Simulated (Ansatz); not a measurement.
**C4H5N: ionisation energy by level of theory**

The task here is to estimate one member of a computed series from the others.

Program: Ansatz 0.2.0, Gaussian basis. Level of theory: unrestricted cation, the program's frozen cores in correlated methods. These are calculated values, not measurements.

The runs, in order: UKS PBE-D4/def2-TZVPP; UKS r2SCAN-D4/def2-TZVPP; UKS PBE0-D4/def2-TZVPP; UKS B3LYP-D4/def2-TZVPP; UKS wB97X-V/def2-TZVPP; UKS wB97M-V/def2-TZVPP; UKS B2PLYP/def2-TZVPP; UHF-CCSD(T)/def2-TZVPP; UHF-MP2/def2-QZVPP; extrapolation to the limit; then −ε(HOMO) from the neutral's earlier runs with LDA (SPW92), PBE-D4, revPBE-D4, BLYP-D4, r2SCAN-D4, B97M-V, PBE0-D4, B3LYP-D4, r2SCANh-D4, r2SCAN0-D4, HSE06-D4, BHLYP-D4, CAM-B3LYP-D4, LC-ωPBE, ωB97X-V, ωB97M-V.

## The geometry

The geometry comes from an earlier relaxation with PBE0-D4 in a triple-zeta def2 set; it is a stationary point, not always the lowest conformer.

SMILES `C/C=C\C#N`, 10 atoms, charge 0, spin multiplicity 1.

Atoms are counted from 1 here; the program's logs count them from 0.

Bond lengths: C1–C2 1.482 Å, C1–H6 1.094 Å, C1–H7 1.090 Å, C1–H8 1.094 Å, C2–C3 1.335 Å, C2–H9 1.087 Å, C3–C4 1.422 Å, C3–H10 1.084 Å, C4–N5 1.153 Å. Angles: C2–C1–H6 110.3°, C2–C1–H7 112.1°, C2–C1–H8 110.3°, H6–C1–H7 108.7°, H6–C1–H8 106.5°, H7–C1–H8 108.8°, C1–C2–C3 125.9°, C1–C2–H9 117.0°, C3–C2–H9 117.1°, C2–C3–C4 122.8°, C2–C3–H10 121.1°, C4–C3–H10 116.1°, C3–C4–N5 179.4°.

The first run:

in.yaml reads:

```yaml
crystal:
  periodic: [false, false, false]
  atoms:
    - {symbol: C, position_ang: [-0.926939, -0.810019, 0.417630]}
    - {symbol: C, position_ang: [0.390849, -0.178198, 0.665612]}
    - {symbol: C, position_ang: [1.008584, 0.687719, -0.140913]}
    - {symbol: C, position_ang: [0.454023, 1.119953, -1.376673]}
    - {symbol: N, position_ang: [0.014793, 1.477691, -2.380499]}
    - {symbol: H, position_ang: [-1.623289, -0.564825, 1.225528]}
    - {symbol: H, position_ang: [-1.362908, -0.491165, -0.529440]}
    - {symbol: H, position_ang: [-0.830069, -1.900046, 0.411299]}
    - {symbol: H, position_ang: [0.899640, -0.444303, 1.588124]}
    - {symbol: H, position_ang: [1.975306, 1.103193, 0.119342]}
basis:
  gaussian: {orbitals: def2-TZVPP}
total_charge: 1
magnetization: {spin_polarized: true, initial_magnetization: 1}
hamiltonian: {xc: pbe, dispersion: d4}
```

On the command line:

```sh
$ ansatz run in.yaml --threads 2 --pin off --events-out ev --progress --plain --max-ram 20480MiB --backend cpu
```

Among the steps run: Cation, UKS PBE-D4/def2-TZVPP; Cation, UKS r2SCAN-D4/def2-TZVPP; Cation, UKS PBE0-D4/def2-TZVPP; Cation, UKS B3LYP-D4/def2-TZVPP; Cation, UKS wB97X-V/def2-TZVPP; Cation, UKS wB97M-V/def2-TZVPP; Cation, UKS B2PLYP (frozen core)/def2-TZVPP; Cation, UHF-CCSD(T)/def2-TZVPP; Cation, UHF-MP2/def2-QZVPP.

One of the session's tables, all rows but one given; the rest of the session is left out.

It belongs to the step «Ionisation energies side by side». Orbital estimates, from the neutral's runs:

```
  functional  −ε(HOMO) (eV)
 LDA (SPW92)           7.05
      PBE-D4           6.86
   revPBE-D4           6.79
     BLYP-D4           6.70
   r2SCAN-D4           7.06
      B97M-V           7.03
     PBE0-D4           7.97
    B3LYP-D4           7.75
  r2SCANh-D4           7.48
  r2SCAN0-D4           8.11
    HSE06-D4           7.57
    BHLYP-D4           8.93
CAM-B3LYP-D4           9.26
     LC-ωPBE          10.62
     ωB97X-V          10.22
     ωB97M-V              ?
```

**Question.** Estimate the row for ωB97M-V.

**Answer.** −ε(HOMO) (eV): 10.12. In the column «−ε(HOMO) (eV)» it lies between CAM-B3LYP-D4 (9.26) and ωB97X-V (10.22).
